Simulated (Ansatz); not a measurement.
`COCC#N`. Total charge 0; spin multiplicity 1.

| atom | x (Å) | y (Å) | z (Å) |
| --- | --- | --- | --- |
| C1 | 0.698 | 0.748 | -0.903 |
| O2 | 0.989 | -0.136 | 0.157 |
| C3 | -0.104 | -0.904 | 0.549 |
| C4 | -1.185 | -0.103 | 1.144 |
| N5 | -2.026 | 0.535 | 1.598 |
| H6 | 0.347 | 0.201 | -1.788 |
| H7 | 1.625 | 1.265 | -1.146 |
| H8 | -0.061 | 1.484 | -0.615 |
| H9 | -0.530 | -1.471 | -0.292 |
| H10 | 0.248 | -1.618 | 1.296 |

(1) What are the harmonic wavenumbers in cm⁻¹ at PBE0-D4/def2-TZVP (Ansatz, finite differences of forces, unscaled)? (An estimate is asked.)

(2) Is this a minimum?

(3) Give the ideal-gas thermochemistry at 298.15 K and 1 bar (rigid rotor, harmonic oscillator; point group C1, symmetry number 1).

(4) And at 400, 500, 600, 800 and 1000 K?

## Answers

(1) Computed: 116, 177, 254, 369, 389, 611, 914, 968, 1030, 1174, 1183, 1226, 1311, 1385, 1461, 1476, 1485, 1500, 2379, 3007, 3010, 3074, 3115, 3158.

(2) Yes, all 24 modes are real.

(3) Zero-point energy 208.0 kJ/mol; H(298) − E = 225.3 kJ/mol; entropy 311.3 J/(mol·K), of which translation 162.0, rotation 106.3, vibration 43.1; G(298) − E = 132.5 kJ/mol.

(4) 
```csv
T (K),H − E (kJ/mol),S (J/mol/K),G − E (kJ/mol)
400,234.7,338.4,99.4
500,245.7,362.8,64.3
600,258.2,385.6,26.8
800,287.0,426.9,-54.5
1000,319.8,463.4,-143.6
```
